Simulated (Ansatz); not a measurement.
# Molecular dynamics of C$_{2}$H$_{2}$Cl$_{3}$F

Input file:

```yaml
crystal:
  periodic: [false, false, false]
  atoms:
    - { symbol: Cl, position_ang: [-1.815412, 0.650991, 1.535446] }
    - { symbol: C, position_ang: [0.154784, 0.571116, -0.571414] }
    - { symbol: Cl, position_ang: [-0.929815, 0.697325, -1.885646] }
    - { symbol: Cl, position_ang: [1.169033, 1.884806, -0.202391] }
    - { symbol: C, position_ang: [0.330306, -0.725465, 0.094176] }
    - { symbol: F, position_ang: [1.482349, -0.81938, 0.832148] }
    - { symbol: H, position_ang: [0.220182, -1.573627, -0.616889] }
    - { symbol: H, position_ang: [-0.611529, -0.685767, 0.814572] }
basis:
  gaussian: { orbitals: def2-SVP }
hamiltonian:
  xc: blyp
  dispersion: d4
md:
  timestep: 0.5
  n_steps: 200
  ensemble: nve
  temperature: 100.0
  initial_velocities: maxwell_boltzmann
  seed: 11224
```

Run as:

```bash
$ ansatz run input.yaml --threads 2 --pin off --max-ram 3072MiB --backend cpu --events-out ev --progress --plain --runs-dir out
```

It starts at the highest image of a converged band. Of that band: The profile has 2 maxima (images 1, 3) with wells between them (image 2): this band takes more than one step, which may be the mechanism or a detour left from its start path. Neighbouring images differ by up to 2.0 eV, so the band resolves the path poorly. A vibrational analysis at the climbing image gives one clearly imaginary mode, 905i cm⁻¹: a first-order saddle point.

Output, in part (step lines, the closing report, with atoms numbered from 0):

```
md step     0: t =     0.00 fs  T =   100.0 K  F+E_penalty+E_count = -42372.17974692 eV  E_kin = 0.077556 eV  conserved = -42372.10219092 eV  (105 SCF iters)
md step     1: t =     0.50 fs  T =    98.8 K  F+E_penalty+E_count = -42372.17877836 eV  E_kin = 0.076598 eV  conserved = -42372.10217993 eV  (36 SCF iters)
md step     2: t =     1.00 fs  T =    95.2 K  F+E_penalty+E_count = -42372.17595898 eV  E_kin = 0.073819 eV  conserved = -42372.10214027 eV  (36 SCF iters)
md step     3: t =     1.50 fs  T =    90.1 K  F+E_penalty+E_count = -42372.17192109 eV  E_kin = 0.069839 eV  conserved = -42372.10208180 eV  (36 SCF iters)
md step     4: t =     2.00 fs  T =    84.5 K  F+E_penalty+E_count = -42372.16758414 eV  E_kin = 0.065562 eV  conserved = -42372.10202234 eV  (36 SCF iters)
md step     5: t =     2.50 fs  T =    79.8 K  F+E_penalty+E_count = -42372.16387642 eV  E_kin = 0.061895 eV  conserved = -42372.10198146 eV  (36 SCF iters)
md step     6: t =     3.00 fs  T =    76.7 K  F+E_penalty+E_count = -42372.16143518 eV  E_kin = 0.059463 eV  conserved = -42372.10197189 eV  (36 SCF iters)
md step     7: t =     3.50 fs  T =    75.3 K  F+E_penalty+E_count = -42372.16041113 eV  E_kin = 0.058417 eV  conserved = -42372.10199369 eV  (36 SCF iters)
[... lines left out ...]
Total energy: -42373.33259527 eV, -1557.1912511999 hartree
Atom 0 at    -2.267745     0.818184     1.982081 Å, force    -0.385953    -0.384698    -0.117404 eV/Å
Atom 1 at     0.503133     0.453171    -0.894416 Å, force    -0.326807    -2.303868     1.741156 eV/Å
Atom 2 at    -0.784764     0.625085    -2.010326 Å, force    -0.500567     0.230515    -0.845166 eV/Å
Atom 3 at     1.122361     1.879721    -0.171599 Å, force     0.349570     0.504109     0.224048 eV/Å
Atom 4 at     0.703045    -0.822681    -0.344115 Å, force     2.007112     2.746632    -0.306452 eV/Å
Atom 5 at     1.711916    -0.970327     0.604378 Å, force    -1.385838    -0.225990    -1.016362 eV/Å
Atom 6 at     0.440392    -1.657155    -0.983821 Å, force    -0.236741    -0.932578     0.297956 eV/Å
Atom 7 at    -1.302708     1.645993     2.140111 Å, force     0.479224     0.365878     0.022224 eV/Å
Dipole moment:     0.073526     0.059945    -0.141030 e Å
```

The steps, from the saved trajectory:

```
time (fs)  T (K)  potential energy less start (eV)  conserved less start (meV/atom)
      0.0    100                             0.000                             0.00
      3.0     77                             0.018                             0.03
      6.0     75                             0.020                             0.01
      9.0     89                             0.009                             0.03
     12.0    185                            -0.066                             0.04
     15.0    463                            -0.281                             0.10
     18.0   1087                            -0.768                            -0.33
     21.0    633                            -0.408                             0.71
     24.0   1383                            -0.999                            -0.50
     27.0    759                            -0.510                             0.13
     30.0   1115                            -0.788                            -0.04
     33.0   1103                            -0.783                            -0.61
     36.0   1346                            -0.974                            -0.98
     39.0    997                            -0.695                             0.07
     42.0   1008                            -0.704                             0.11
     45.0   1731                            -1.272                            -0.92
     48.0   1207                            -0.858                             0.07
     51.0   1464                            -1.059                            -0.17
     54.0    831                            -0.566                             0.16
     57.0   1387                            -1.003                            -0.52
     60.0    746                            -0.494                             0.90
     63.0   1480                            -1.074                            -0.45
     66.0    782                            -0.528                             0.17
     69.0   1285                            -0.921                            -0.24
     72.0    785                            -0.528                             0.48
     75.0   1388                            -1.006                            -0.80
     78.0    650                            -0.425                             0.18
     81.0   1065                            -0.748                            -0.01
     84.0   1316                            -0.949                            -0.70
     87.0   1651                            -1.212                            -1.08
     90.0   1189                            -0.844                             0.12
     93.0   1243                            -0.886                             0.07
     96.0   1698                            -1.248                            -1.09
     99.0   1287                            -0.926                            -0.64
```

All steps were run. The conserved energy stayed within 1.1 meV per atom of its start (net change -0.96 meV per atom), so the integration is sound. The system heated up, since it started high on the potential surface and ran downhill. A run of 0.1 ps of so small a system gives no equilibrium averages. The orbitals stay closed-shell, which can raise the energy where a bond breaks towards radicals; this wasn't checked here.

The step under study would form Cl1–H8 and break Cl1–C2, C5–H8. These pairs go: Cl1–H8 1.94 → 1.28 Å, Cl1–C2 2.89 → 4.01 Å, C5–H8 1.19 → 4.04 Å. In the last frame they stand as after the step (other bonds may differ from the relaxed reactants and products). It ends as C2HCl2F + ClH. Pairs count as bonded within 1.25 times the sum of covalent radii (0.12 Å more for H–H).

Last frame:

```xyz
8
Properties=species:S:1:pos:R:3
Cl -2.268 0.818 1.982
C 0.503 0.453 -0.894
Cl -0.785 0.625 -2.010
Cl 1.122 1.880 -0.172
C 0.703 -0.823 -0.344
F 1.712 -0.970 0.604
H 0.440 -1.657 -0.984
H -1.303 1.646 2.140
```

The run took 5.5 min on 2 threads of Arm Neoverse V2 (shared host), peak memory 0.16 GiB.
